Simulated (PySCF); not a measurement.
Argon: a sound run and one with changed settings

Sound run: Ar [Ar], Ar+ [Ne] 3s2 3p5. Calculation: PySCF 2.14, in cc-pV(D+d)Z; no relativity, point nucleus. The sound run starts from symmetry-adapted Hartree-Fock orbitals and uses a fine grid where one is needed.

A second run was set up differently.

```csv
species,method,sound run (hartree),changed run (hartree),converged
Ar,UHF,-526.79987,-526.79987,yes
Ar,r2SCAN,-527.49469,-527.78718,yes
Ar,MN15,-527.43039,-527.82990,yes
Ar+,UHF,-526.26075,-526.26075,yes
Ar+,r2SCAN,-526.91220,-527.15980,yes
Ar+,MN15,-526.84981,-527.26794,yes
```

Ionisation energy of Ar:

```json
{"method": "UHF", "sound run (eV)": "14.670", "changed run (eV)": "14.670"}
{"method": "r2SCAN", "sound run (eV)": "15.850", "changed run (eV)": "17.072"}
{"method": "MN15", "sound run (eV)": "15.798", "changed run (eV)": "15.292"}
```

(1) What was changed?
A. minimal basis
B. too few SCF iterations
C. all electrons correlated in a valence basis
D. radial grid too coarse

Answers

(1) D. It used radial step 0.8 in ln r (0.13 in the sound run). A coarse radial grid mis-integrates the density and the exchange-correlation energy, with errors of either sign; Hartree-Fock needs no grid.
